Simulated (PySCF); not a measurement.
HSO: from structure and modes to constants

Method: UPBE0 in PySCF with S def2-TZVP, O def2-TZVP, H def2-TZVP; no relativity; density-fitted integrals.

The doublet minimum has Cs symmetry. Masses (u): S 31.97207, O 15.99492, H 1.00782.

```xyz
3
charge 0 multiplicity 2, angstrom
S     0.3633    0.0000   -0.3170
O    -0.8180    0.0000    0.6006
H     1.4514    0.0000    0.5229
```

Harmonic wavenumbers (cm⁻¹): 1041.4 (a', ×1), 1117.1 (a', ×1), 2449.9 (a', ×1).

Problem. Find the principal moments of inertia and the rotational constants. What kind of rotor is it?

Solution. About the centre of mass I = 1.6946, 24.608, 26.302 u Å². With B = 16.8576/I this gives 9.948, 0.6851, 0.6409 cm⁻¹. The molecule is an asymmetric top with κ = -0.99.

Problem. What is the harmonic zero-point energy?

Solution. Half the sum of all 3 wavenumbers, 4608/2 = 2304 cm⁻¹, which is 27.6 kJ/mol (1 cm⁻¹ = 0.0119627 kJ/mol).

Problem. Find the vibrational entropy and heat capacity at 298.15 K.

Solution. With u = 1.43878 ω/T, each mode gives S = R[u/(eᵘ−1) − ln(1−e⁻ᵘ)] and C = R u² eᵘ/(eᵘ−1)².
```csv
ω (cm⁻¹),u,S (J/(mol K)),C (J/(mol K))
1041.4,5.025,0.33,1.40
1117.1,5.391,0.24,1.11
2449.9,11.822,0.00,0.01
```
The sums over all modes are S = 0.6 and C = 2.5 J/(mol K); the softest mode gives 58 % of the entropy.

Problem. Give the standard entropy (298.15 K, 1 bar) by its translational, rotational, vibrational and spin parts, and Cp.

Solution. Sackur–Tetrode with M = 48.97 u gives 157.4; rotation with symmetry number 1 gives 77.6; vibration 0.6; spin R ln 2 = 5.8. The total is 241.3 J/(mol K), and Cp = 4 R + 2.5 = 35.8 J/(mol K).

Only a few start shapes were tried, so a lower isomer may exist.
